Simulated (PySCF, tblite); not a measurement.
# BeNH5, a complex of two parts: NMR shifts, interaction energy, infrared bands, spin-spin couplings and core binding energies

One table from this session's results is given with a row withheld; the runs are named, their logs left out.

Programs: tblite 0.8.0 and PySCF 2.14.0. All values are calculated, for the isolated system unless a continuum is named. Atoms count from 0, parts from 1.

## Starting point

7 atoms, charge 0, multiplicity 1; geometry: rigid parts in contact. Parts: 1 = atoms 0–2, `[BeH2]`, charge 0; 2 = atoms 3–6, `N`, charge 0.

The first run:

What the job is given:

```
{"job": {"kind": "dock", "xc": "GFN2-xTB", "basis": "xTB"}, "charge": 0, "multiplicity": 1, "parts": [{"atoms": "0-2", "charge": 0, "multiplicity": 1}, {"atoms": "3-6", "charge": 0, "multiplicity": 1}]}
Be     0.000035     0.000176     0.000032
H     -1.191292    -0.449023     0.126415
H      1.191257     0.448847    -0.126448
N      0.750647     3.143366     0.246015
H      1.299945     3.802902    -0.291304
H      0.774553     2.255611    -0.240635
H     -0.208221     3.469103     0.244169
```

With the program's defaults for keys left out, this is: GFN2-xTB search for minima from random contacts, gas phase.

On the command line:

```
$ OMP_NUM_THREADS=1 python cluster_run.py task.json out
```

This one command runs all jobs of the session in turn.

Steps of the session up to this table: Docking the parts with GFN2-xTB; Relaxing the molecule at PBE0-D3(BJ)/def2-TZVPD; Shielding tensors: PBE0/pcSseg-2; Coupled-cluster interaction energy: CCSD(T) and MP2.

One table of the session follows, with a row left open; its other results are not shown here.

It belongs to the step «Coupled-cluster interaction energy: CCSD(T) and MP2». 

```
                 method  interaction energy (kcal/mol)
         HF/aug-cc-pVDZ                         -28.27
        MP2/aug-cc-pVDZ                         -29.51
       CCSD/aug-cc-pVDZ                         -28.97
    CCSD(T)/aug-cc-pVDZ                              ?
         HF/aug-cc-pVQZ                         -30.06
        MP2/aug-cc-pVQZ                         -32.74
    SCS-MP2/aug-cc-pVQZ                         -31.68
      MP2, extrapolated                         -33.07
CCSD(T), limit estimate                         -32.73
```

**Question.** Estimate the row for CCSD(T)/aug-cc-pVDZ.

**Answer.** interaction energy (kcal/mol): -29.17. In the column «interaction energy (kcal/mol)» it lies between MP2/aug-cc-pVDZ (-29.51) and CCSD/aug-cc-pVDZ (-28.97).

Limits of these values: The interaction energy leaves out the deformation of the parts, 9.19 kcal/mol at MP2. So large a deformation means that a part is far from its own minimum, so a sum across the two methods would be rough.
